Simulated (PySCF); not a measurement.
C2H5NOS.
Geometry (PBE0-D3(BJ)/def2-SVP, Å), atoms numbered from 1 in this order:
```
atom  x, y, z in Å
N1     1.4369    0.1911    0.1956
C2     0.3955   -0.6046    0.5195
O3     0.4286   -1.4640    1.3749
C4    -0.8754   -0.4104   -0.3043
S5    -1.0907    1.1577   -1.1939
H6     2.3027    0.0866    0.7066
H7     1.3276    0.9191   -0.4999
H8    -1.7280   -0.6173    0.3562
H9    -0.8868   -1.1918   -1.0809
H10   -1.3021    1.9274   -0.1041
```

Mayer bond orders were computed from the PBE0/pcSseg-1 density (PySCF). Isolated species at its PBE0-D3(BJ)/def2-SVP geometry (one conformer only).

Question: The orders 0.91, 1.03, 1.23, 1.94 belong to the bonds N1–C2, C2–O3, C2–C4, C4–S5, in another order. Match them.

Answer: C2–C4 0.91; C4–S5 1.03; N1–C2 1.23; C2–O3 1.94.

Question: Set the orders of all bonds between heavy atoms beside their lengths and the difference of the ESP-fitted charges at their ends.

Answer: 
```
 bond  Mayer order  length (Å)  q(first) − q(second) (e)
C2–O3        1.937       1.213                    +1.315
N1–C2        1.229       1.350                    -1.541
C4–S5        1.029       1.816                    +0.035
C2–C4        0.914       1.527                    +0.984
```

For a closed shell the Mayer order of atoms A and B is Σ (PS)μν (PS)νμ over the basis functions μ on A and ν on B, with P the density and S the overlap matrix.
